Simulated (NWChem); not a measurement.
System: methane (CH4); SMILES C

```xyz
5

C      0.0000     0.0000     0.0000
H     -0.8540    -0.2418    -0.6465
H      0.8689     0.2544    -0.6213
H     -0.2557     0.8552     0.6396
H      0.2407    -0.8678     0.6282
```
Atoms are numbered in this order, from 1.

Computed with NWChem. Geometry optimised at PBE0/def2-SVP; all other runs use it. 

| quantity | level | value |
|---|---|---|
| anisotropy (bohr³), static | PBE0/aug-cc-pVDZ | 0.0 |
| vertical, lowest state with f > 0.02, singlet (eV) | LDA (Slater exchange, VWN5)/def2-SVPD, full TDDFT | 9.90 |
| first state with f > 0.002 (eV), C K edge, unshifted | PBE0/def2-TZVP, TDA | 279.0 |
| J(13C atom 1, 1H atom 4) (Hz) | B3LYP/IGLO-III | 124.7 |
| −ε(HOMO) (eV) | M06-2X/def2-SVP | 12.28 |
| solvation free energy (kcal/mol) in anisole | PBE0/def2-SVP, SMD | 0.5 |
| dipole (D) | PBE0/def2-SVP | 0.00 |
| highest harmonic frequency (cm⁻¹) | PBE0/def2-SVP | 3199 |
